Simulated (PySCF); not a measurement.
difluoromethane (CH2F2), SMILES FCF. Heavy atoms are numbered as in [F:1][CH2:2][F:3]. Hydrogens are named by the atom that carries them.

Geometry optimised at ωB97X-D3(BJ)/def2-TZVP.

All values below come from PBE/pcSseg-2 in PySCF.

GIAO shieldings, no solvent; atoms alike by connectivity are averaged. δ = σ(ref) − σ: ¹⁹F against CFCl3 (σ = 132.0 ppm); ¹³C against TMS (σ = 181.4 ppm); ¹H against TMS (σ = 31.47 ppm), references at their B3LYP-D3(BJ)/def2-TZVP geometries, non-relativistic.

| atoms | nucleus | count | δ (ppm) |
|---|---|---|---|
| F1 | ¹⁹F | 2 | -176.9 |
| C2 (CH2) | ¹³C | 1 | 123.8 |
| H on C2 | ¹H | 2 | ? |

### Question
What belongs in the gaps? (Estimate from the structure and the level; the computed values follow.)

### Answer

- H on C2, δ (ppm): 6.10
